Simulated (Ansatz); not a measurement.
# C2H3FO: vertical ionisation energy

How much energy removes an electron from C2H3FO at fixed geometry? The cation is run at each level and the neutral's energy taken from earlier runs.

The runs use Ansatz 0.2.0, Gaussian basis; unrestricted cation, the program's frozen cores in correlated methods.

Levels to be run: UKS PBE-D4/def2-TZVPP; UKS r2SCAN-D4/def2-TZVPP; UKS PBE0-D4/def2-TZVPP; UKS B3LYP-D4/def2-TZVPP; UKS wB97X-V/def2-TZVPP; UKS wB97M-V/def2-TZVPP; UKS B2PLYP/def2-TZVPP; UHF-CCSD(T)/def2-TZVPP; UHF-MP2/def2-QZVPP; extrapolation to the limit; then −ε(HOMO) from the neutral's earlier runs with LDA (SPW92), PBE-D4, revPBE-D4, BLYP-D4, r2SCAN-D4, B97M-V, PBE0-D4, B3LYP-D4, r2SCANh-D4, r2SCAN0-D4, HSE06-D4, BHLYP-D4, CAM-B3LYP-D4, LC-ωPBE, ωB97X-V, ωB97M-V.

## Step 1: The geometry

An earlier PBE0-D4 in a triple-zeta def2 set relaxation fixed the geometry.

7 atoms, charge 0, spin multiplicity 1.

Atoms are counted from 1 here; the program's logs count them from 0.

Bond lengths: C1–C2 1.320 Å, C1–H5 1.078 Å, C1–H6 1.079 Å, C2–O3 1.334 Å, C2–F4 1.338 Å, O3–H7 0.963 Å. Angles: C2–C1–H5 119.7°, C2–C1–H6 119.7°, H5–C1–H6 120.6°, C1–C2–O3 126.4°, C1–C2–F4 122.1°, O3–C2–F4 111.6°, C2–O3–H7 108.9°.

## Step 2: Cation, UKS PBE-D4/def2-TZVPP

The input, in.yaml:

```yaml
crystal:
  periodic: [false, false, false]
  atoms:
    - {symbol: C, position_ang: [-0.818604, 0.657155, -0.079608]}
    - {symbol: C, position_ang: [0.158714, -0.229868, -0.092150]}
    - {symbol: O, position_ang: [1.180209, -0.293177, 0.763703]}
    - {symbol: F, position_ang: [0.224472, -1.201763, -1.009195]}
    - {symbol: H, position_ang: [-1.595179, 0.607963, -0.825936]}
    - {symbol: H, position_ang: [-0.833438, 1.425237, 0.677603]}
    - {symbol: H, position_ang: [1.745126, -1.033548, 0.519883]}
basis:
  gaussian: {orbitals: def2-TZVPP}
total_charge: 1
magnetization: {spin_polarized: true, initial_magnetization: 1}
hamiltonian: {xc: pbe, dispersion: d4}
```

The run is started by

```sh
ansatz run in.yaml --threads 2 --pin off --events-out ev --progress --plain --max-ram 4352MiB
```

The runs that follow: Cation, UKS r2SCAN-D4/def2-TZVPP; Cation, UKS PBE0-D4/def2-TZVPP; Cation, UKS B3LYP-D4/def2-TZVPP; Cation, UKS wB97X-V/def2-TZVPP; Cation, UKS wB97M-V/def2-TZVPP; Cation, UKS B2PLYP (frozen core)/def2-TZVPP; Cation, UHF-CCSD(T)/def2-TZVPP; Cation, UHF-MP2/def2-QZVPP.

**Question.** What will the summary of the whole plan be? Wanted: ionisation energy, CCSD(T)/CBS; nearest functional by difference; nearest −ε(HOMO); −ε(HOMO) of PBE; T1 of the cation.

**Answer**, as computed:

| quantity | value |
| --- | --- |
| ionisation energy, CCSD(T)/CBS | 9.73 eV |
| nearest functional by difference | B3LYP-D4 (-0.23 eV) |
| nearest −ε(HOMO) | LC-ωPBE (-0.04 eV) |
| −ε(HOMO) of PBE | 5.65 eV |
| T1 of the cation | 0.019 |

**Reading.** Energy differences with functionals land within 0.46 eV of the reference. The PBE orbital energy is 4.1 eV too small: a semilocal HOMO is no ionisation energy. Among orbital estimates LC-ωPBE comes nearest. Hartree-Fock falls 1.34 eV short, as the neutral has more correlation energy than the cation.
